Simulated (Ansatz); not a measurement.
Born–Oppenheimer molecular dynamics of H$_{8}$Si$_{2}$ (10 atoms, charge 0, multiplicity 1). It starts at the highest image of a converged band. Of that band: Beside the main top the profile has a ripple of under 15 meV (maxima at images 4, 7), which may be a very shallow well or noise. Neighbouring images differ by up to 2.6 eV, so the band resolves the path poorly. A vibrational analysis at the climbing image gives one clearly imaginary mode, 1542i cm⁻¹: a first-order saddle point.

Level of theory: RKS revPBE-D4/def2-SVP (Ansatz).

| Quantity | Value |
| --- | --- |
| ensemble | NVE (velocity Verlet) |
| time step | 0.5 fs |
| steps asked | 200 |
| starting velocities drawn for | 100 K |
| seed | 7379 |

First frame:

```xyz
10
Properties=species:S:1:pos:R:3
Si -0.097 -0.048 -0.014
H 0.392 -0.663 1.572
H 0.978 0.999 0.145
H -1.012 0.586 -1.091
H 0.199 -1.413 -0.572
Si -2.542 0.148 1.081
H -3.240 -0.646 0.012
H -3.084 -0.236 2.441
H -2.739 1.621 0.853
H -0.752 -0.349 1.461
```

Q: How far do the bonds stretch over the last three quarters of this one trajectory? (Pairs bonded in most of those frames.)

A: 
```csv
bond,mean (Å),spread (Å),shortest,longest
Si1–H3,1.515,0.013,1.49,1.54
Si1–H4,1.512,0.011,1.49,1.54
Si1–H5,1.511,0.011,1.49,1.53
Si1–Si6,2.397,0.187,2.13,2.70
H2–H10,0.780,0.067,0.68,0.88
Si6–H7,1.510,0.012,1.49,1.53
Si6–H8,1.519,0.036,1.46,1.58
Si6–H9,1.509,0.026,1.47,1.55
```

Mean temperature of the second half: 2166 K. The conserved energy stayed within 0.41 meV per atom of its start (net change 0.22 meV per atom), so the integration is sound. The kinetic energy rose, since the run started high on the potential surface and went downhill. It ends in pieces (H2 + H6Si2), so much of that is their flight and rotation, not heat. A run of 0.1 ps of so small a system gives no equilibrium averages. The orbitals stay closed-shell, which can raise the energy where a bond breaks towards radicals; this wasn't checked here.

Time of the run: 2.2 min on 1 thread of AMD EPYC 9R45 96-Core Processor (Zen 5), on a shared host, peak memory 0.17 GiB.
